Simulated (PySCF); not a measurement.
Level of theory: PBE0-D4/def2-TZVP run with PySCF. All species are isolated molecules in the gas phase. 

Reference species (SMILES): `[SiH3]` (neutral, multiplicity 2).

highest occupied spin orbital: -6.40 eV

Changed species: `[SiH3][B][SiH3]` (radical fragment; the reference has radical fragment).

Predict the effect on the highest occupied spin orbital.

the highest occupied spin orbital goes up by 0.70 eV, to -5.70 eV.
